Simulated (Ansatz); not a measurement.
Cost and result for the atomization energy of CH$_{2}$S$_{2}$, SMILES `C1SS1` (5 atoms, 5 bonds).

| atom | x (Å) | y (Å) | z (Å) |
| --- | --- | --- | --- |
| C1 | -0.287 | 0.034 | -0.201 |
| S2 | 0.317 | 0.006 | 1.478 |
| S3 | 1.479 | -0.220 | -0.217 |
| H4 | -0.886 | -0.820 | -0.498 |
| H5 | -0.624 | 1.000 | -0.561 |

Charge 0, multiplicity 1. All single points use the PBE0-D4/def2-TZVP geometry. Program: Ansatz. All runs use 2 threads of an Arm Neoverse V1 on a shared host. Times are those of one run each, without the atoms' runs, and a repeat can differ threefold. Electronic energies, without spin–orbit coupling; frozen cores. CCSD(T)/CBS extrapolates def2-TZVPP and def2-QZVPP, and its time is that of the two runs behind it. T1 = 0.011. B3LYP takes the VWN-RPA correlation (the form of Gaussian; ORCA's B3LYP/G). HSE06 is the plane-wave form, built on full-range PBE exchange.

CCSD(T)/CBS is a level of theory with its own doubt, some kJ/mol a heavy atom from the limit and from the frozen cores, so smaller differences don't rank the functionals.

```
                             level  functions  wall time  atomization (kJ/mol)  difference from CCSD(T)/CBS  per bond
                  CCSD(T)/def2-SVP         60      0.6 s                1477.0                       -165.4     -33.1
            LDA (SPW92)/def2-TZVPP        143      0.8 s                1956.3                        313.9      62.8
              revPBE-D4/def2-TZVPP        143      1.1 s                1667.6                         25.2       5.0
               BHLYP-D4/def2-TZVPP        143      1.6 s                1555.3                        -87.1     -17.4
               HSE06-D4/def2-TZVPP        143      1.8 s                1668.1                         25.7       5.1
 B3LYP-D4/def2-TZVPP (with forces)        143      2.1 s                1628.0                        -14.4      -2.9
                 B2PLYP/def2-TZVPP        143      2.8 s                1611.4                        -31.0      -6.2
r2SCAN-D4/def2-TZVPP (with forces)        143      3.2 s                1657.5                         15.1       3.0
                ωB97X-V/def2-TZVPP        143      4.2 s                1654.9                         12.5       2.5
                 B97M-V/def2-TZVPP        143      5.5 s                1668.9                         26.5       5.3
                CCSD(T)/def2-TZVPP        143       10 s                1578.4                        -64.0     -12.8
                CCSD(T)/def2-QZVPP        257    9.1 min                1615.9                        -26.5      -5.3
                 CCSD(T)/CBS(def2)          –    9.3 min                1642.4                          0.0       0.0
```

In def2-TZVPP, CCSD(T) changes the Hartree–Fock value by +513.6 kJ/mol (the triples alone add +45.3 kJ/mol) and MP2 by +563.6 kJ/mol; breaking electron pairs costs correlation energy, which Hartree–Fock lacks. At CCSD(T), def2-SVP lies −165.4 kJ/mol from the extrapolated value and def2-TZVPP −64.0 kJ/mol: correlation converges slowly with the basis, and small sets miss more of it in the bonded molecule than in its fragments. From BLYP to BHLYP (50 % exact exchange), in def2-TZVPP and without D4, the atomization energy moves by −70.3 kJ/mol: exact exchange takes away binding that semilocal exchange gives to molecules.
